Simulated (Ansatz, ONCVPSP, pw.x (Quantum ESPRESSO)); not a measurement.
**pw.x on fcc Nb: one setting changed**

Potential: optimised norm-conserving Vanderbilt (ONCV), ONCVPSP 4.0.1.1 (patched build), LDA (Perdew-Wang 92); core [Ar] 3d10, reference 4s2 4p6 4d4 5s1; waves: 4s+5s: rc 2.05 bohr, ncon 3, nbas 7, qcut 7.3 1/bohr, 2 projectors; 4p: rc 2.10 bohr, ncon 3, nbas 6, qcut 7.3 1/bohr, 2 projectors, debl 2.1 Ha; 4d: rc 2.55 bohr, ncon 3, nbas 8, qcut 5.9 1/bohr, 3 projectors, debl 0.6 Ha; local part: polynomial inside 1.55 bohr (lpopt 5, dvloc0 0 Ha); core correction: none.

The reference run (k-mesh 14³, cutoffs 45/180 Ry, Fermi–Dirac 0.01 Ry, mixing_beta 0.4, conv_thr 1e-9, no spin) gives 0.98 GPa at 17.697 Å³/atom, where all-electron LAPW gives 0.54 GPa. This run, with its own iteration cap, changes mixing_beta to 0.05.

```
&control
  calculation='scf', prefix='x', pseudo_dir='./', outdir='./tmp', tstress=.true., disk_io='none'
/
&system
  ibrav=0, nat=1, ntyp=1, ecutwfc=45, ecutrho=180, nbnd=14,
  occupations='smearing', smearing='fd', degauss=0.01
/
&electrons
  conv_thr=1e-09, mixing_beta=0.05, electron_maxstep=50
/
ATOMIC_SPECIES
Nb 1.0 Nb.UPF
CELL_PARAMETERS angstrom
  0.00000000 2.06834613 2.06834613
  2.06834613 0.00000000 2.06834613
  2.06834613 2.06834613 0.00000000
ATOMIC_POSITIONS crystal
Nb 0.0000 0.0000 0.0000
K_POINTS automatic
14 14 14 0 0 0
```

```bash
pw.x < Nb.scf.in > Nb.scf.out
```

Task: How does the run end?

Result: It converges in 11 iterations; the free energy moves by +0.0 meV/atom and the pressure by +0.00 GPa. The result is that of the reference run.

```
Message from routine setup:
     using ibrav=0 with symmetry is DISCOURAGED, use correct ibrav instead
     lattice parameter (alat)  =       5.5276  a.u.
     unit-cell volume          =     119.4253 (a.u.)^3
     number of electrons       =        13.00
     number of Kohn-Sham states=           14
     kinetic-energy cutoff     =      45.0000  Ry
     charge density cutoff     =     180.0000  Ry
     scf convergence threshold =      1.0E-09
     Exchange-correlation= SLA  PW   NOGX NOGC
     number of k points=   104  Fermi-Dirac smearing, width (Ry)=  0.0100
     iteration #  1     ecut=    45.00 Ry     beta= 0.05
     total energy              =    -114.59142898 Ry
     estimated scf accuracy    <       0.08093084 Ry
     iteration #  2     ecut=    45.00 Ry     beta= 0.05
     total energy              =    -114.55150903 Ry
     estimated scf accuracy    <       0.06881243 Ry
     iteration #  3     ecut=    45.00 Ry     beta= 0.05
     total energy              =    -114.56485525 Ry
     estimated scf accuracy    <       0.00169954 Ry
     iteration #  4     ecut=    45.00 Ry     beta= 0.05
     total energy              =    -114.56347519 Ry
     estimated scf accuracy    <       0.00284327 Ry
     iteration #  5     ecut=    45.00 Ry     beta= 0.05
     total energy              =    -114.56369613 Ry
     estimated scf accuracy    <       0.00011443 Ry
     iteration #  6     ecut=    45.00 Ry     beta= 0.05
     total energy              =    -114.56372064 Ry
     estimated scf accuracy    <       0.00000324 Ry
     iteration #  7     ecut=    45.00 Ry     beta= 0.05
     total energy              =    -114.56372025 Ry
     estimated scf accuracy    <       0.00000170 Ry
     iteration #  8     ecut=    45.00 Ry     beta= 0.05
     total energy              =    -114.56372046 Ry
     estimated scf accuracy    <       0.00000004 Ry
     iteration #  9     ecut=    45.00 Ry     beta= 0.05
     total energy              =    -114.56372044 Ry
     estimated scf accuracy    <       0.00000003 Ry
     iteration # 10     ecut=    45.00 Ry     beta= 0.05
     total energy              =    -114.56372045 Ry
     estimated scf accuracy    <       0.00000001 Ry
     iteration # 11     ecut=    45.00 Ry     beta= 0.05
     the Fermi energy is    18.4101 ev
!    total energy              =    -114.56372045 Ry
     estimated scf accuracy    <          2.4E-10 Ry
     smearing contrib. (-TS)   =      -0.00648916 Ry
     The total energy is F=E-TS. E is the sum of the following terms:
     one-electron contribution =     -16.92259016 Ry
     hartree contribution      =      15.04543832 Ry
     xc contribution           =     -13.56016938 Ry
     ewald contribution        =     -99.11991008 Ry
     convergence has been achieved in  11 iterations
          total   stress  (Ry/bohr**3)                   (kbar)     P=        9.81
     Message from routine punch:
     Nothing written, as per user request (disk_io='none')
```

The run took about 12 s on one core of a shared host (Intel(R) Xeon(R) 6975P-C, 192 threads, 378 GiB, load 86).
